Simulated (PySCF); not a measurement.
# Where does ethanimine take a proton?

System: ethanimine, `CC=N` (C2H5N). Non-hydrogen atoms are numbered in `[CH3:1][CH:2]=[NH:3]`.

Energies: ωB97X-D3(BJ)/def2-TZVP (PySCF, density fitting, integration grid level 2) on PBE0-D3(BJ)/def2-SVP structures. ωB97X-D3(BJ) is ωB97X-V with D3(BJ) in place of VV10. Thermal corrections: PBE0-D3(BJ)/def2-SVP frequencies, unscaled, ideal gas at 298.15 K and 1 bar, quasi-RRHO entropy.

```csv
site,product,PA / eV,GB / eV
N3 (imine nitrogen),CC=[NH2+],9.59,9.26
```

PA is −ΔH and GB is −ΔG of B + H⁺ → BH⁺ in the gas phase. Sites whose products fell apart, merged with another or lost in a GFN2-xTB screen aren't listed.

In acetonitrile the product from N3 is solvated 2.60 eV more strongly than the parent (electrostatics only).

Proton affinity (−ΔH), Gas-phase basicity (−ΔG): the gap is larger than usual, and may come from another state, site, conformer or species, from the functional or basis, or from an outlying measurement.

Measured values (NIST Chemistry WebBook, evaluated or the median of agreeing entries): proton affinity (−ΔH) 885 kJ/mol (computed 926, difference 41); gas-phase basicity (−ΔG) 853 kJ/mol (computed 894, difference 41).
